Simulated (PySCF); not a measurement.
# C3H4F2O: the cost of one run

Programs: PySCF 2.14.0, with density-fitted response routines of our own. Each step states its level of theory. These are calculated values for one molecule in the gas phase, unless marked as measured. Atoms count from 0, in the outputs and in this text.

**1. Starting geometry**

10 atoms, charge 0, multiplicity 1; geometry from: GFN2-xTB. The atoms were then displaced at random by about 0.01 Å, so the start is not that level's minimum.

Bonds of the start (Å): F0–C1 1.38, C1–F2 1.34, C1–C3 1.48, C3–C4 1.50, C4–O5 1.41, O5–C3 1.42, C1–H6 1.10, C3–H7 1.08, C4–H8 1.05, C4–H9 1.09.

**2. Optimising the geometry at PBE0-D3(BJ)/def2-SVP**

What the job is given:

```
{"job": {"xc": "PBE0", "basis": "def2-SVP", "d3": "d3bj", "grid": 1, "shake": 0.01, "kind": "geom"}, "charge": 0, "multiplicity": 1}
F      1.497360    -1.278330    -0.541780
C      1.188730     0.026710    -0.208590
F      2.196820     0.443480     0.563330
C     -0.084960     0.102400     0.541000
C     -1.375960    -0.120330    -0.192320
O     -0.968500     1.161850     0.225190
H      1.196870     0.636640    -1.123770
H     -0.031710    -0.161700     1.590130
H     -1.344060    -0.296040    -1.229520
H     -2.224160    -0.535620     0.355260
```

Started as:

```
$ OMP_NUM_THREADS=1 python probes_run.py task.json out
```

One launch serves the whole session: the jobs run in the order shown.

**Question.** How long does this first job take on 1 thread of Arm Neoverse V2, shared host, and how much memory does it need?

About 31 s, with a peak of 0.43 GiB.
